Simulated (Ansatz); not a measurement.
input.yaml (Ansatz)

```yaml
crystal:
  lattice:
    - [3.7662666323, 0.0, 0.0]
    - [-1.8831333162, 3.261682581, 0.0]
    - [0.0, 0.0, 6.0580413552]
  atoms:
    - { symbol: Er, position: [0.3333333333, 0.6666666667, 0.25], spin: 2.429, spin_axis: [0, 0, 1] }
    - { symbol: Er, position: [0.6666666667, 0.3333333333, 0.75], spin: -2.665, spin_axis: [0, 0, 1] }
hamiltonian:
  xc: rpbe
  pseudopotentials:
    kind: paw_fr
    azcp:
      Er: "pseudopotentials/Er.paw.azcp"
basis:
  ecutwfc: 420
  fft_grid_basis: typed
kpoints:
  mp_grid: { grid: [10, 10, 5], shift: [0, 0, 0] }
magnetization:
  noncollinear: true
  spin_orbit: true
scf:
  occupations: { method: fermi_dirac, width: 0.05 }
```

Terminal output

```
band count auto-derived: 60 (N_el = 44.0; filled up to band 44; 54 by the electrons, moments and atoms)
Engine: ansatz 0.2.0, x86_64-unknown-linux-gnu
Pseudopotentials: kind: paw_fr
Pseudopotential: Er, paw_fr, valence charge 22, recommended cutoff 420 eV (normal) 
Functional definition: RPBE
  parameter kappa = 0.804
  parameter beta = 0.06672455060314922
  exchange = rpbe_x(kappa = kappa, mu = beta*pi^2/3)
  correlation = pbe_c(beta = beta)
Crystal: 2 atoms, lattice volume = 74.419 Å³
Basis set: ecut = 420 eV, 1461 PW (Γ)
Bands: 60, of which v1, the nominal top of the filled ones, is band 44 counted from 1 (43 counted from 0)
Symmetry: 6 space group operations + 6 with time reversal
Magnetic group: BNS 187.213 (UNI 1443), of the structure as read, at distance tolerance 4.2e-5 Å
k-points: 66 of 500 (time reversal used)
Projection manifold: j_resolved (fully-relativistic pseudo-atomic orbitals)
Non-local potential: Er, projectors of the file, l = 0: 3, l = 1: 4, l = 2: 4, l = 3: 6
PAW form: soft (Blöchl's): semilocal exchange-correlation on the pseudo side does not see the compensation charge
PAW frozen core: Er, regenerated for the run's functional, and the local potential with it (the file was generated under x = pbe(κ = 0.804, μ = 0.2195149727645171), c = pbe(β = 0.06672455060314922))
PAW one-centre angular grid: Er, 590 points (default); XC on its mesh's 2855 points in the sphere
Initial density: superposition of atomic densities (chi_scale 0.1, normalization cell)
Starting moments: Σ|m| = 5.094 μB on 2 of 2 sites
Initial wavefunctions: pseudopotential atomic-orbital guess
Functional: x = rpbe, c = pbe(β = 0.06672455060314922)
SCF iter   1: F=—  HF=-24225.173972 eV  |F-HF|=—  |Δ(HF+E_count)|=         —  Δρ=1.04e-1  dr2=1.27e-1  dr2_m=1.94e0  ethr=3.10e-3  |M|=7.15e-2 ∫|m|=4.87e0 μB  |m|>n=0.0e0 m-floor=0.0e0 τ_xc=8.9e-48  β_m=0.30  ⟨swp⟩=8.5  Hψ=20415  notcnv=0  defer=21
Mixer restart at iter 1: flushing history
spin=Noncollinear: Kerker preconditioning applied to the charge; magnetization (m_x, m_y, m_z) channels mix plain (no charge-response kernel on spin).
SCF iter   2: F=—  HF=-24225.406843 eV  |F-HF|=—  |Δ(HF+E_count)|=   2.33e-1  Δρ=7.59e-2  dr2=7.57e-2  dr2_m=1.03e0  ethr=2.88e-4  |M|=6.05e-2 ∫|m|=4.86e0 μB  |m|>n=0.0e0 m-floor=0.0e0 τ_xc=3.6e-19  β_m=0.65  ⟨swp⟩=3.6  Hψ=8952  notcnv=0  defer=174
SCF iter   3: F=—  HF=-24225.589371 eV  |F-HF|=—  |Δ(HF+E_count)|=   1.83e-1  Δρ=5.76e-3  dr2=2.64e-2  dr2_m=1.14e-3  ethr=1.72e-4  |M|=3.27e-2 ∫|m|=4.83e0 μB  |m|>n=0.0e0 m-floor=0.0e0 τ_xc=3.7e-19  β_m=0.53  ⟨swp⟩=5.1  Hψ=9900  notcnv=0  defer=174
...
SCF iter 390: F=—  HF=-24226.340729 eV  |F-HF|=—  |Δ(HF+E_count)|=   1.25e-2  Δρ=1.80e-3  dr2=3.10e-3  dr2_m=5.81e-4  ethr=2.59e-9  |M|=1.98e-2 ∫|m|=5.68e0 μB  |m|>n=0.0e0 m-floor=0.0e0 τ_xc=6.5e-17  β_m=0.13  ⟨swp⟩=6.8  Hψ=18332  notcnv=0  defer=158  recentre
SCF iter 391: F=—  HF=-24226.342799 eV  |F-HF|=—  |Δ(HF+E_count)|=   2.07e-3  Δρ=4.26e-4  dr2=1.72e-4  dr2_m=8.18e-5  ethr=2.59e-9  |M|=1.06e-3 ∫|m|=5.68e0 μB  |m|>n=0.0e0 m-floor=0.0e0 τ_xc=6.6e-17  β_m=0.58  ⟨swp⟩=6.4  Hψ=16658  notcnv=0  defer=158
SCF iter 392: F=—  HF=-24226.351973 eV  |F-HF|=—  |Δ(HF+E_count)|=   9.17e-3  Δρ=7.10e-4  dr2=4.25e-4  dr2_m=1.70e-4  ethr=2.59e-9  |M|=2.18e-2 ∫|m|=5.68e0 μB  |m|>n=0.0e0 m-floor=0.0e0 τ_xc=6.8e-17  β_m=0.24  ⟨swp⟩=6.4  Hψ=17105  notcnv=0  defer=158  recentre
SCF iter 393: F=—  HF=-24226.355488 eV  |F-HF|=—  |Δ(HF+E_count)|=   3.51e-3  Δρ=7.18e-4  dr2=3.23e-4  dr2_m=2.18e-4  ethr=2.59e-9  |M|=2.11e-2 ∫|m|=5.68e0 μB  |m|>n=0.0e0 m-floor=0.0e0 τ_xc=6.6e-17  β_m=0.24  ⟨swp⟩=6.9  Hψ=18039  notcnv=0  defer=158
SCF iter 394: F=—  HF=-24226.347363 eV  |F-HF|=—  |Δ(HF+E_count)|=   8.13e-3  Δρ=8.95e-4  dr2=5.17e-4  dr2_m=1.48e-4  ethr=2.59e-9  |M|=6.94e-3 ∫|m|=5.67e0 μB  |m|>n=0.0e0 m-floor=0.0e0 τ_xc=6.6e-17  β_m=0.29  ⟨swp⟩=6.8  Hψ=18582  notcnv=0  defer=158
SCF iter 395: F=—  HF=-24226.347223 eV  |F-HF|=—  |Δ(HF+E_count)|=   1.40e-4  Δρ=8.40e-4  dr2=5.12e-4  dr2_m=1.57e-4  ethr=2.59e-9  |M|=3.98e-3 ∫|m|=5.67e0 μB  |m|>n=0.0e0 m-floor=0.0e0 τ_xc=6.7e-17  β_m=0.18  ⟨swp⟩=6.4  Hψ=17586  notcnv=0  defer=158
SCF iter 396: F=—  HF=-24226.356063 eV  |F-HF|=—  |Δ(HF+E_count)|=   8.84e-3  Δρ=1.68e-3  dr2=2.46e-3  dr2_m=4.49e-4  ethr=2.59e-9  |M|=8.55e-3 ∫|m|=5.69e0 μB  |m|>n=0.0e0 m-floor=0.0e0 τ_xc=6.5e-17  β_m=0.02  ⟨swp⟩=5.9  Hψ=15935  notcnv=0  defer=158  recentre
SCF iter 397: F=—  HF=-24226.350143 eV  |F-HF|=—  |Δ(HF+E_count)|=   5.92e-3  Δρ=3.85e-4  dr2=9.44e-5  dr2_m=6.79e-5  ethr=2.59e-9  |M|=8.33e-4 ∫|m|=5.70e0 μB  |m|>n=0.0e0 m-floor=0.0e0 τ_xc=6.5e-17  β_m=0.07  ⟨swp⟩=6.7  Hψ=19016  notcnv=0  defer=158
SCF iter 398: F=—  HF=-24226.351338 eV  |F-HF|=—  |Δ(HF+E_count)|=   1.20e-3  Δρ=3.08e-4  dr2=2.92e-5  dr2_m=3.88e-5  ethr=2.59e-9  |M|=3.76e-4 ∫|m|=5.69e0 μB  |m|>n=0.0e0 m-floor=0.0e0 τ_xc=6.5e-17  β_m=0.16  ⟨swp⟩=16.1  Hψ=33576  notcnv=0
SCF iter 399: F=—  HF=-24226.358126 eV  |F-HF|=—  |Δ(HF+E_count)|=   6.79e-3  Δρ=4.09e-4  dr2=8.82e-5  dr2_m=6.73e-5  ethr=2.59e-9  |M|=9.85e-3 ∫|m|=5.69e0 μB  |m|>n=0.0e0 m-floor=0.0e0 τ_xc=6.6e-17  β_m=0.12  ⟨swp⟩=11.9  Hψ=32377  notcnv=0  recentre
SCF iter 400: F=—  HF=-24226.355607 eV  |F-HF|=—  |Δ(HF+E_count)|=   2.52e-3  Δρ=3.37e-4  dr2=7.52e-5  dr2_m=4.77e-5  ethr=2.59e-9  |M|=6.33e-3 ∫|m|=5.69e0 μB  |m|>n=0.0e0 m-floor=0.0e0 τ_xc=6.7e-17  β_m=0.12  ⟨swp⟩=9.1  Hψ=25933  notcnv=0
Error: did not converge after 400 iterations: dr2 = 7.52e-5 (threshold 1.00e-7), under the density mixer `msr1`, which `scf.mixing.algorithm: auto` chose by the deck's other keys (type `scf.mixing.algorithm: msr1` to keep it); raise `scf.max_iter`, which need not help a stalled SCF, or adjust the mixing (`scf.mixing`) or, under a smearing, its width (`scf.occupations.width`, in either direction: another width is another result); this SCF holds its density and magnetisation to the symmetry operations that it keeps, and cannot end on a state that breaks one of them: if the state sought breaks one, re-run with `crystal.symmetry.detect: false`, without `crystal.symmetry.time_reversal: true`, on a non-collinear deck whose state breaks time reversal, with `crystal.symmetry.time_reversal: false` beside it (there exact exchange or a DFT+U term alone can polarise the run; a magnetic state wants starting moments), where the deck allows it (that run may end on another state, and need not converge either); the iterations of this SCF solved its open shells (`scf.mixing.spin_hold`): under `scf.lower_state_search: off` none does, but the run then seeks no lower state either and can end higher; this SCF's setup event announced max_iter 300: the iterations of an SCF that was granted more for a minimisation of its free energy (`minimisation_begun`, or `minimisation_memory_short`) — the other mixer that `auto` picks from is left to try (`scf.mixing.algorithm: broyden`); it can need more iterations, either can converge an SCF that the other leaves open, and the two can end on different states; the input reference at `scf.mixing.algorithm` says more, and from which start to try it
```

The calculation stopped without meeting its thresholds.

With an open f shell the SCF can settle in more than one state.
